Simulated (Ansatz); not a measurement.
## A relaxation, step by step

C2H9N, singlet, PBE0-D4/def2-TZVP (Ansatz 0.2.0). Settings:

```yaml
hamiltonian: {xc: pbe0, dispersion: d4}
relax: {f_tol: 0.005, max_steps: 200}
```

Start:

H1  (1.015, 0.092, -2.991)
H2  (0.825, 0.009, -2.242)
C3  (-1.064, -0.807, 0.235)
N4  (0.273, -0.271, 0.057)
C5  (0.526, 0.940, 0.815)
H6  (-1.175, -1.753, -0.333)
H7  (-1.812, -0.091, -0.169)
H8  (-1.349, -1.008, 1.303)
H9  (0.973, -0.986, 0.291)
H10  (-0.127, 1.759, 0.444)
H11  (1.576, 1.268, 0.672)
H12  (0.339, 0.849, 1.919)
(Å)

```csv
step,energy less the last (meV),largest force component (eV/Å)
1,62.6,0.790
2,9.0,0.183
3,5.2,0.077
4,4.9,0.010
5,4.6,0.029
6 (rejected trial),5.8,0.255
7 (rejected trial),8.4,0.236
8,4.5,0.022
9,3.8,0.043
10,3.8,0.157
11,3.0,0.068
12,2.5,0.003
13,1.7,0.029
14 (rejected trial),5.8,0.236
15 (rejected trial),47.4,0.611
16,1.3,0.009
17,0.8,0.083
18,0.6,0.115
19,0.3,0.057
20,0.1,0.006
21,0.0,0.005
22,0.0,0.003
```

Step 21, positions (Å) and forces (eV/Å):

```csv
atom,x,y,z,Fx,Fy,Fz
H1,0.568,0.457,-2.888,0.000,-0.001,0.003
H2,0.647,0.153,-2.206,0.000,0.001,-0.002
C3,-0.986,-0.844,0.189,0.002,0.001,0.001
N4,0.400,-0.437,0.213,-0.005,0.003,0.003
C5,0.588,0.884,0.767,-0.001,-0.002,0.000
H6,-1.067,-1.869,-0.177,-0.001,0.001,0.001
H7,-1.542,-0.202,-0.501,0.003,-0.002,0.002
H8,-1.486,-0.785,1.171,0.002,0.000,-0.003
H9,0.950,-1.111,0.728,-0.001,0.001,-0.002
H10,0.122,1.624,0.110,0.002,-0.003,0.001
H11,1.654,1.117,0.821,-0.002,0.001,0.000
H12,0.152,1.013,1.772,0.002,0.000,-0.003
```

Last step (22):

```tsv
atom	x (Å)	y (Å)	z (Å)
H1	0.5591	0.4621	-2.8825
H2	0.6430	0.1552	-2.2023
C3	-0.9847	-0.8448	0.1878
N4	0.4017	-0.4390	0.2152
C5	0.5897	0.8834	0.7658
H6	-1.0653	-1.8712	-0.1753
H7	-1.5372	-0.2047	-0.5066
H8	-1.4880	-0.7815	1.1675
H9	0.9498	-1.1120	0.7339
H10	0.1270	1.6219	0.1043
H11	1.6551	1.1147	0.8236
H12	0.1498	1.0162	1.7688
```

The run took about 11 s on 4 CPU threads of an AMD EPYC 9R45 (shared host).
